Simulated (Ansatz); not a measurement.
C3H5NO can be A, `C1=NCOC1`, or B, `COCC#N`.

Isolated molecules relaxed with PBE0-D4/def2-TZVP in Ansatz; ΔE leaves out vibrations. CCSD(T)/CBS adds triple-zeta CCSD(T) − MP2 to the extrapolated MP2 energy (def2 sets, frozen cores). This one scheme is used for every species. DFT in def2-TZVPP. One conformer a species, not always the lowest.

Which isomer does CCSD(T)/CBS put lower? Give the gap. (An estimate is asked.)

Computed: A, by 10.2 kJ/mol.

Give E(B) − E(A) in kJ/mol with PBE0-D4, MP2/def2-TZVPP, r2SCAN-D4, BLYP-D4, CCSD/def2-TZVPP, LDA (SPW92), B2PLYP. (Estimate.)

Computed: PBE0-D4 33.7, MP2/def2-TZVPP -0.8, r2SCAN-D4 23.0, BLYP-D4 0.8, CCSD/def2-TZVPP 4.0, LDA (SPW92) 59.9, B2PLYP 0.6. The order is the other way round with MP2/def2-TZVPP.

Does the order hold for the free energy at 298.15 K (harmonic terms from PBE0-D4)? (An estimate is asked.)

Computed: Too close to call: G(B) − G(A) = +0.5 kJ/mol, for one conformer each.

Largest T1 diagnostic: 0.012.

At CCSD(T), def2-SVP lies −9.7 kJ/mol from the extrapolated value and def2-TZVPP −4.9 kJ/mol. From BLYP to BHLYP (50 % exact exchange), in def2-TZVPP and without D4, E(B) − E(A) moves by +16.6 kJ/mol.
